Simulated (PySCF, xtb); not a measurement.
Si2, SMILES [Si]=[Si] (connectivity only; charge and spin as stated), neutral, multiplicity 3.

Harmonic wavenumbers (cm⁻¹) from GFN2-xTB run with xtb at its own minimum, in rising order: 741.

Q: What does PBE-D3(BJ)/def2-TZVPD in PySCF give at its own minimum? (Estimate from the structure and the level; the computed values follow.)

A: 484. Paired by order, the mean absolute difference is 257 cm⁻¹ and the zero-point energies are 1.1 and 0.7 kcal/mol.
